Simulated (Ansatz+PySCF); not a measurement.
Values are calculated unless marked as measured or tabulated.
## Ansatz (development build ahead of 0.2.0) run

```yaml
crystal:
  periodic: [false, false, false]
  atoms:
    - { symbol: O, position_ang: [0.0, 0.41962, 0.50176] }
    - { symbol: O, position_ang: [0.0, -0.41962, -0.50176] }
    - { symbol: H, position_ang: [0.0, -0.14855, 1.29825] }
    - { symbol: H, position_ang: [0.0, 0.14855, -1.29825] }
basis:
  gaussian: { orbitals: cc-pVTZ }
total_charge: 1
magnetization:
  initial_magnetization: 1
hamiltonian:
  xc: hf
correlation:
  method: mp2
  frozen_orbitals: { H: 0, O: 1 }
output:
  forces: true
```

The input is written out in the form of the current development build from the run's settings. Correlation on restricted open-shell orbitals is semicanonical, with singles.

The run gave:

- Converged: yes
- Reference energy: -150.47242 hartree
- Correlation energy: -0.48073 hartree
- Total energy: -150.95315 hartree
- Spin squared of the determinant: 0.750
- Stability test: minimum among restricted orbitals

Forces (eV/Å):
| atom | Fx | Fy | Fz |
| --- | --- | --- | --- |
| O1 | 0.000 | -6.662 | -6.983 |
| O2 | 0.000 | 4.978 | 10.376 |
| H3 | 0.000 | 0.235 | -1.251 |
| H4 | 0.000 | 1.449 | -2.142 |

Caution: forces differ strongly between restricted and unrestricted references; MP2 on this radical cation hangs on the determinant chosen; the determinant breaks the point group; another reference gives a lower total.
